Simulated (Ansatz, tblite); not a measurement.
# H2Te2 (Te₂H₂): rung by rung

How do method and basis change the picture of H2Te2 (Te₂H₂) (singlet)?

Computed with Ansatz 0.2.0, Gaussian basis. Level: as each input shows.

Levels to be run: GFN1-xTB, GFN2-xTB, PBE-D4/def2-TZVP, r2SCAN-D4/def2-TZVP, CAM-B3LYP-D4/def2-TZVP, LC-ωPBE/def2-TZVP, BHLYP-D4/def2-TZVP, LDA/def2-TZVP, B2PLYP/def2-TZVP, B3LYP-D4/def2-TZVP, HF/def2-TZVP, PBE-D4/def2-SVP, PBE0-D4/def2-SVP, CCSD(T)/def2-TZVPP, MP2/def2-TZVP, RPA/def2-TZVP.

2 further runs of the same task are left out: 2 set aside as unsound or not needed.

**1. The relaxed structure**

The singlet was relaxed beforehand with r2SCAN-D4/def2-TZVP.

4 atoms, charge 0, spin multiplicity 1.

Bond lengths: Te1–Te2 2.705 Å, Te1–H3 1.665 Å, Te2–H4 1.665 Å. Angles: Te2–Te1–H3 95.8°, Te1–Te2–H4 95.8°.

Te takes a core potential in the def2 sets. No spin-orbit coupling is included.

PBE0-D4/def2-TZVP was run before; its log isn't repeated, and its numbers join the tables.

**2. GFN1-xTB**

Tight binding, by tblite at 300 K electronic temperature and without a spin-polarisation term:

```python
tblite.interface.Calculator('GFN1-xTB', numbers, positions, charge=0, uhf=0).singlepoint()
```

Energy -235.3293 eV, HOMO -9.88 eV, LUMO -6.60 eV; 0.009 s.

**3. GFN2-xTB**

Tight binding, by tblite at 300 K electronic temperature and without a spin-polarisation term:

```python
tblite.interface.Calculator('GFN2-xTB', numbers, positions, charge=0, uhf=0).singlepoint()
```

Energy -196.2449 eV, HOMO -9.68 eV, LUMO -5.82 eV; 0.006 s.

**4. PBE-D4/def2-TZVP**

start.molden holds the orbitals of an earlier run on this state, given as this run's starting guess.

File in.yaml:

```yaml
crystal:
  periodic: [false, false, false]
  atoms:
    - {symbol: Te, position_ang: [-0.030210, 1.086858, -0.995167]}
    - {symbol: Te, position_ang: [-0.185991, -1.459183, -0.094903]}
    - {symbol: H, position_ang: [-0.953342, 1.750992, 0.221186]}
    - {symbol: H, position_ang: [1.169543, -1.378667, 0.868884]}
basis:
  gaussian: {orbitals: def2-TZVP, initial_orbitals: start.molden}
hamiltonian: {xc: pbe, dispersion: d4}
scf: {omitted_lower_state_checks: [starts]}
output: {orbitals: {seedname: orbitals}}
```

Run with:

```console
ansatz run in.yaml --threads 4 --pin off --events-out ev --progress --plain --max-ram 3916MiB
```

After this run come: r2SCAN-D4/def2-TZVP; CAM-B3LYP-D4/def2-TZVP; LC-ωPBE/def2-TZVP; BHLYP-D4/def2-TZVP; LDA/def2-TZVP; B2PLYP/def2-TZVP; B3LYP-D4/def2-TZVP; HF/def2-TZVP; PBE-D4/def2-SVP; PBE0-D4/def2-SVP; CCSD(T)/def2-TZVPP; MP2/def2-TZVP; RPA/def2-TZVP.

**Question.** What will the summary of the whole plan be? Wanted: gap in def2-TZVP, named functionals and Hartree-Fock, smallest and largest; correlation energy, CCSD(T)/def2-TZVPP; correlation energy, MP2/def2-TZVP; binding an atom, CCSD(T)/def2-TZVPP; PBE0 total energy, smallest basis above largest.

The runs gave:

```
                                                                  quantity                          value
gap in def2-TZVP, named functionals and Hartree-Fock, smallest and largest    2.68 eV (LDA), 9.76 eV (HF)
                                    correlation energy, CCSD(T)/def2-TZVPP                      -24.95 eV
                                         correlation energy, MP2/def2-TZVP                      -25.12 eV
                                       binding an atom, CCSD(T)/def2-TZVPP                       1.969 eV
                           PBE0 total energy, smallest basis above largest  0.65 eV (def2-SVP, def2-TZVP)
```

What this shows: Orbital gaps of the named functionals and Hartree-Fock in def2-TZVP span 2.68 eV (LDA) to 9.76 eV (HF); exact exchange widens it. The functionals in def2-TZVP miss CCSD(T)/def2-TZVPP by -0.062 (LC-ωPBE) to +0.491 eV (LDA) an atom. CCSD(T)/def2-TZVPP isn't at the basis-set limit; small misses against it rank nothing.
